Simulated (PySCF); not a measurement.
**Partial charges of `CC[S-]`**

C₂H₅S (charge -1).
Z-matrix (Å and degrees, PBE0-D3(BJ)/def2-SVP geometry), rows numbered from 1:
```
C 
C   1  1.5273
S   2  1.8102  1  112.82
H   1  1.1032  2  109.32  3    58.51
H   1  1.1131  2  113.77  3  -179.54
H   1  1.1032  2  109.27  3   -57.56
H   2  1.1136  1  107.53  3  -123.93
H   2  1.1137  1  107.56  3   124.03
```

Density: PBE0/pcSseg-1 (PySCF); schemes: Mulliken, IAO, Hirshfeld and ESP-fitted. Isolated species at its PBE0-D3(BJ)/def2-SVP geometry, gas phase. The pcSseg-1 basis has no diffuse functions, a weakness for an anion. The HOMO energy is positive at this level (+0.76 eV), so the outermost electrons may be held by the finite basis alone.

What partial charge does each atom carry?

In e:

| atom | environment | Mulliken | IAO | Hirshfeld | ESP-fitted |
| --- | --- | --- | --- | --- | --- |
| C1 | methyl carbon | -0.263 | -0.403 | -0.153 | -0.054 |
| C2 | sp3 carbon bound to sulfur | -0.316 | -0.300 | -0.124 | +0.006 |
| S3 | thiolate sulfur | -0.742 | -0.787 | -0.699 | -0.924 |
| H4 | methyl hydrogen | +0.074 | +0.119 | +0.005 | +0.003 |
| H5 | methyl hydrogen | +0.028 | +0.077 | -0.007 | -0.059 |
| H6 | methyl hydrogen | +0.075 | +0.120 | +0.005 | +0.006 |
| H7 | methylene hydrogen | +0.071 | +0.087 | -0.013 | +0.012 |
| H8 | methylene hydrogen | +0.071 | +0.087 | -0.013 | +0.010 |

Mean size of the charges over all atoms: IAO 0.248 e, Mulliken 0.205 e, ESP-fitted 0.134 e, Hirshfeld 0.127 e. Each set sums to the total charge, -1, to within 0.001 e. The Mulliken scheme gives each basis function's population to the atom it is centred on and halves the overlap population of two atoms between them.

Lowest charge. All schemes agree: Mulliken S3 (-0.742); IAO S3 (-0.787); Hirshfeld S3 (-0.699); ESP-fitted S3 (-0.924).

Highest charge. The schemes don't all agree: Mulliken H6 (+0.075); IAO H6 (+0.120); Hirshfeld H4 and H6 (+0.005); ESP-fitted H7 (+0.012).

How many electrons does the Hirshfeld scheme count on C1?

Z − q = 6 − (-0.153) = 6.153.

How closely do the schemes follow one another over all atoms?

Correlation coefficient and root-mean-square difference: Mulliken with IAO 0.99, 0.060 e; Hirshfeld with ESP-fitted 0.97, 0.101 e; Mulliken with Hirshfeld 0.95, 0.098 e; IAO with Hirshfeld 0.92, 0.139 e; Mulliken with ESP-fitted 0.85, 0.160 e; IAO with ESP-fitted 0.81, 0.191 e.

These values come from a run that also computed NMR shieldings. Hardware: one thread, Arm Neoverse V1 (aarch64), shared host. Cost: 3.6 s, 0.38 GiB resident at most.
